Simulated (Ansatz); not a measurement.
**Si–BH2: how the quartet less doublet moves with the basis**

Si–BH2, doublet; coordinates (Å): Si 0.000 0.000 0.635; B 0.000 0.000 -1.291; H 0.000 -1.026 -1.918; H 0.000 1.026 -1.918. Quantity: quartet less doublet, vertical.

Ansatz 0.2.0, basis 6-31G or cc-pVDZ or cc-pVTZ; geometries are PBE0/def2-TZVP minima. Wave-function levels freeze the cores; HF, MP2 and coupled cluster are restricted for singlets and unrestricted otherwise, Kohn–Sham unrestricted where that lies lower. NEVPT2 and MRCISD+Q stand on CASSCF in the full valence space. The reference is CCSDT(Q) or full CI (coupled cluster only where its series has nearly closed). Semilocal and hybrid functionals correlate all electrons outside any core potential and usually lie nearer their basis limit than the reference, so part of their error here is the reference's basis and frozen-core error; RPA and the MP2 part of double hybrids freeze the same cores as the reference. None of these values is a measured one. Energies are electronic, without zero-point terms. No spin–orbit coupling and no scalar relativity. The species are chosen: bound, without strong static correlation by their natural occupations or amplitudes, in their lowest spin state as far as vertical gaps and like structures tell, and with a ladder that closes on the reference, so errors are smaller than for species at large; levels whose determinant breaks symmetry or spin markedly are left out.

| level | 6-31G (kcal/mol) | cc-pVDZ (kcal/mol) | cc-pVTZ (kcal/mol) |
| --- | --- | --- | --- |
| reference | 20.5 (full CI) | 26.0 (CCSDT(Q)) | 28.1 (CCSDT(Q)) |
| MP2 | 18.5 | 23.8 | 26.1 |
| CCSD(T) | 20.5 | 26.1 | 28.3 |
| NEVPT2 | 20.1 | 25.2 | 27.1 |
| MRCISD+Q | 20.6 | 26.0 | 28.5 |
| PBE | 26.0 | 27.4 | 27.9 |
| B3LYP | 30.3 | 32.0 | 32.4 |
| B2PLYP | 27.6 | 30.0 | 30.9 |

From 6-31G to cc-pVTZ the reference moves by 7.6 kcal/mol and PBE by 1.9; the step from CCSD(T) to the reference is 0.0 in the first and -0.2 in the last.
